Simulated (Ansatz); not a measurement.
Ansatz (a quantum-chemistry and plane-wave program) input (B3LYP/3-21G): The .json file is the Basis Set Exchange's 3-21G.

Ansatz 0.2 input:
```yaml
crystal:
  periodic: [false, false, false]
  atoms:
    - {symbol: Li, position_ang: [-0.00000000, -0.00000000, -0.39768250]}
    - {symbol: H, position_ang: [0.00000000, 0.00000000, 1.19304749]}
basis:
  gaussian:
    orbitals: 3-21G.json
hamiltonian:
  xc: {name: B3LYP}
total_charge: -1
magnetization: {spin_polarized: true, initial_magnetization: 1}
```

**Question.** What final total energy does it give?

**Answer.** -8.03537 Eh.
